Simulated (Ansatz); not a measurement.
Ansatz (an electronic-structure program) input (B3LYP/6-31G*):

Ansatz 0.2 input:
```yaml
crystal:
  periodic: [false, false, false]
  atoms:
    - {symbol: Na, position_ang: [-0.00000000, -0.00000000, -1.79862436]}
    - {symbol: Na, position_ang: [0.00000000, 0.00000000, 1.79862436]}
basis:
  gaussian:
    orbitals: 6-31G*
hamiltonian:
  xc: {name: B3LYP}
total_charge: 1
magnetization: {spin_polarized: true, initial_magnetization: 1}
phonons: {temperatures: {t_min: 298.15, t_max: 298.15, t_step: 100}}
```

### Question
Which harmonic wavenumbers does it give?

### Answer
108 cm⁻¹ (unscaled; negative means imaginary).
